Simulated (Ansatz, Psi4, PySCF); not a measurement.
Species: disodium, Na2 (charge 0, singlet). SMILES: [Na][Na]
Geometry from a B3LYP-D3(BJ)/def2-TZVP (Ansatz, a program for electronic structure) optimisation:
```xyz
2

Na     0.0000     0.0000    -1.5272
Na     0.0000     0.0000     1.5272
```

Property: vertical triplet-singlet gap, E(triplet) - E(singlet), in eV. Terms: no spin-orbit coupling; each state is the SCF solution reached for its charge and spin; non-relativistic; open shells spin-unrestricted; frozen cores in correlated levels; 6-31G* and kin with 6d, 5d where marked; 6-311+G** with 5d, 6d on Na to Ar in Ansatz. First-principles rows: single points at B3LYP-D3(BJ) geometries (Ansatz). The Hartree-Fock reference of [Na][Na] is unstable towards a lower, spin-broken solution. Levels can end on unlike triplets.

```tsv
level	program	vertical triplet-singlet gap, E(triplet) - E(singlet) (eV)
HF/6-31G*	Ansatz	0.42
HF/6-311+G**	Ansatz	0.43
PBE/6-31G*	Ansatz	1.03
PBE/6-311+G**	Ansatz	1.03
B3LYP/STO-3G	Ansatz	1.18
B3LYP/3-21G	Ansatz	1.13
B3LYP/6-31G*	Ansatz	1.08
B3LYP/6-311+G**	Ansatz	1.07
M06-2X/6-31G* (5d)	PySCF	1.21
wB97X-D/6-31G*	Psi4	1.10
MP2/6-31G*	Ansatz	0.84
MP2/6-311+G**	Ansatz	0.85
M06-2X/def2-TZVPD	PySCF	1.23
wB97M-V/def2-TZVPD	Ansatz	1.17
```

No value to compare with is used here. The 12 habitual levels span 0.42 (HF/6-31G*) to 1.21 eV (M06-2X/6-31G* (5d)); wB97M-V/def2-TZVPD gives 1.17.

The levels are drawn from those run, B3LYP/6-31G* more often than the rest, none by its result; runs whose electronic state is in doubt are left out.
